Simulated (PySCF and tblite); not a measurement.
Values are calculated unless marked as measured or tabulated.
C₄H₇NO, numbered as in [CH3:1][O:2][CH2:3][CH2:4][C:5]#[N:6].

Free energies: PBE0-D3(BJ)/def2-TZVP on PBE0-D3(BJ)/def2-SVP structures plus GFN2-xTB thermal terms, symmetry and mirror images included. Conformers within 4 kcal/mol (GFN2-xTB free energy) were kept, 7 at most. Couplings: B3LYP/pcSseg-1 with pcJ-1 on H (gas phase; spin-dipole term only for pairs with B, N, F, Si or P). Couplings are for ¹H; a prime marks the second kind of pair between the same two sets of atoms. (PySCF 2.14, tblite 0.8.)

Torsions listed: C1–O2–C3–C4, O2–C3–C4–C5. Of a mirror pair one member is shown.

| conformer | shape | weight % |
| --- | --- | --- |
| 1 | 179°, 180° | 47.7 |
| 2 | -174°, 64° | 35.7 |
| 3 | 80°, 178° | 9.0 |
| 4 | 80°, -76° | 4.2 |
| 5 | 68°, 54° | 3.3 |

**Question.** Give the couplings in each conformer and the averages at 298.15 K (pairs that fast motion interchanges averaged).

**Answer.** 
| coupling | pairs | 1 | 2 | 3 | 4 | average (Hz) |
| --- | --- | --- | --- | --- | --- | --- |
| ²J(H1,H1) | 3 | -11.5 | -11.5 | -11.7 | -11.9 | -11.6 |
| ²J(H3,H3) | 1 | -9.4 | -9.8 | -13.7 | -14.1 | -10.2 |
| ³J(H3,H4) | 2 | 5.7 | 8.7 | 5.4 | 8.7 | 6.9 |
| ³J(H3,H4′) | 2 | 14.2 | 3.3 | 13.8 | 2.0 | 9.6 |
| ²J(H4,H4) | 1 | -18.8 | -18.9 | -18.2 | -19.8 | -18.8 |
